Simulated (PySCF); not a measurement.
Problem. What does the PBE0-D3(BJ)/def2-SVP structure of `[c]1cc[c]cc1` [triplet] look like in three dimensions? (Triplet state.)

Solution. 
```xyz
10
C6H4 angstrom
C     -0.058    1.317   -0.090
C      1.201    0.755   -0.101
C      1.264   -0.647   -0.010
C      0.061   -1.315    0.081
C     -1.198   -0.753    0.092
C     -1.261    0.649    0.001
H      2.110    1.360   -0.176
H      2.225   -1.172   -0.012
H     -2.107   -1.358    0.167
H     -2.221    1.173    0.004
```

Orientation and origin are arbitrary. Atoms count from 1 in this order. The 6-membered ring C1–C2–C3–C4–C5–C6 has internal angles of 116.5° to 126.9°; it is planar, 0.00 Å rms from its mean plane, widest ring torsion 0°. The C–C distances run from 1.379 Å (C4–C5, aromatic) to 1.406 Å (C5–C6, aromatic), a spread of 0.027 Å. C2 (carbon bonded to 2 C and H) is planar (angles 122.3°, 121.2° and 116.5°, sum 360.0°, 0.00 Å off the plane of its three neighbours). The 6 heavy atoms lie in one plane (0.000 Å rms).

Bonds between heavy atoms (Å): C1–C2 1.379, C2–C3 1.406, C3–C4 1.379, C4–C5 1.379, C5–C6 1.406, C1–C6 1.379.

Computed, not measured: PBE0-D3(BJ)/def2-SVP geometry optimisation, gas phase in PySCF.

Point group: D2h (every atom within 0.08 Å of its image). No PBE0-D3(BJ)/def2-SVP frequencies stand behind this structure, so it isn't proved a minimum. ⟨S²⟩ = 2.008 (exact for a triplet: 2.00).
